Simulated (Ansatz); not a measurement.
Basis-set extrapolation for CH$_{6}$B$_{2}$ (`BBC`) (PBE0-D4/def2-TZVP geometry, frozen core, the Gaussian-basis code of Ansatz). Multiplicity 1, RHF reference.

```tsv
	def2-TZVPP	def2-QZVPP
HF	-90.716383	-90.720936
MP2 correlation	-0.378686	-0.402582
CCSD(T) correlation	-0.438057	not run
```

Energies in hartree. Use E(X) = E(∞) + A·exp(−7.88·√X) for Hartree–Fock and E(X) = E(∞) + B·X^(−2.97) for correlation, with X = 3 and 4, and add CCSD(T) minus MP2 of the smaller set to the MP2 limit.

**Question.** What is the CCSD(T) energy at the basis-set limit?

**Answer.** HF limit: -90.720936 + (-0.004553) × 0.13774 = -90.72156. MP2 limit: -0.402582 + (-0.023896) × 0.74074 = -0.42028. Higher-order term: -0.438057 − (-0.378686) = -0.05937. Total: -91.20121 hartree, 29.3 kcal/mol below CCSD(T)/def2-TZVPP.
